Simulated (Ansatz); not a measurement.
**CH3FO (SMILES OCF): a rigid scan of the dihedral angle H4–O1–C2–F3**

Aim: the energy along the dihedral angle H4–O1–C2–F3, from CCSD(T) and from cheaper methods, relative to the minimum. No other atom is relaxed.

Computed with Ansatz 0.2.0, Gaussian basis. Level: single points in def2-TZVPP.

Levels: PBE-D4, r2SCAN-D4, PBE0-D4, B3LYP-D4, wB97M-V, Hartree-Fock, MP2, CCSD, CCSD(T). The scan takes 97.5, 137.5, 177.5, -142.5, -102.5, -62.5, -22.5, 17.5, 57.5°.

Correlated methods freeze the cores. B3LYP uses VWN-RPA correlation.

43 further runs of the same task are left out: 43 set aside as unsound or not needed.

### Step 1. Starting geometry

The minimum, relaxed at PBE0-D4: SMILES `OCF`, 6 atoms, charge 0, spin multiplicity 1.

Atoms are counted from 1 here; the program's logs count them from 0.

Bond lengths: O1–C2 1.370 Å, O1–H4 0.962 Å, C2–F3 1.381 Å, C2–H5 1.096 Å, C2–H6 1.091 Å. Angles: C2–O1–H4 109.3°, O1–C2–F3 111.1°, O1–C2–H5 112.9°, O1–C2–H6 107.4°, F3–C2–H5 106.3°, F3–C2–H6 107.8°, H5–C2–H6 111.3°.

Geometry (Å):

```
O    -0.7940   -0.6972   -0.2474
C     0.2502    0.0490    0.2308
F    -0.0941    1.3832    0.3238
H    -0.9287   -0.4951   -1.1780
H     1.1368    0.0049   -0.4125
H     0.4721   -0.3088    1.2373
```

Energies of the minimum (eV), from earlier single points: PBE-D4 -5846.13847, r2SCAN-D4 -5849.44563, PBE0-D4 -5846.22812, B3LYP-D4 -5852.44887, wB97M-V -5850.36035, CCSD(T) -5842.40639.

At the minimum the dihedral angle H4–O1–C2–F3 is 70.7°.

### Step 2. H4–O1–C2–F3 = 97.5°

Input file ccsdt-tzvpp/in.yaml:

```yaml
crystal:
  periodic: [false, false, false]
  atoms:
    - {symbol: O, position_ang: [-0.794015, -0.697182, -0.247427]}
    - {symbol: C, position_ang: [0.250179, 0.049047, 0.230771]}
    - {symbol: F, position_ang: [-0.203645, 1.182439, 0.876206]}
    - {symbol: H, position_ang: [-0.928749, -0.495103, -1.178017]}
    - {symbol: H, position_ang: [0.925159, 0.395747, -0.560457]}
    - {symbol: H, position_ang: [0.778793, -0.562569, 0.963498]}
basis:
  gaussian: {orbitals: def2-TZVPP}
correlation: {method: ccsd_t}
```

No record of the launch command was kept for these runs.

Further steps of the session: H4–O1–C2–F3 = 137.5°; H4–O1–C2–F3 = 177.5°; H4–O1–C2–F3 = -142.5°; H4–O1–C2–F3 = -102.5°; H4–O1–C2–F3 = -62.5°; H4–O1–C2–F3 = -22.5°; H4–O1–C2–F3 = 17.5°; H4–O1–C2–F3 = 57.5°.

Before running it: what results should come out? Wanted: highest point, CCSD(T); lowest point, CCSD(T); RMS deviation from CCSD(T); largest T1 diagnostic.

As calculated:

```
                  quantity                                                                                                            value
    highest point, CCSD(T)                                                                                          6.4 kcal/mol at 177.5 °
     lowest point, CCSD(T)                                                                                           0.0 kcal/mol at 70.7 °
RMS deviation from CCSD(T)  PBE-D4 0.2, r2SCAN-D4 0.1, PBE0-D4 0.1, B3LYP-D4 0.1, wB97M-V 0.1, Hartree-Fock 0.4, MP2 0.0, CCSD 0.1 kcal/mol
     largest T1 diagnostic                                                                                                            0.011
```

What this shows: Over the points sampled the torsion costs at most 6.4 kcal/mol, a hindered rotation that is fast at room temperature. A rigid scan overstates barriers, since nothing else may give way. The curve of MP2 lies nearest to CCSD(T), that of Hartree-Fock farthest.
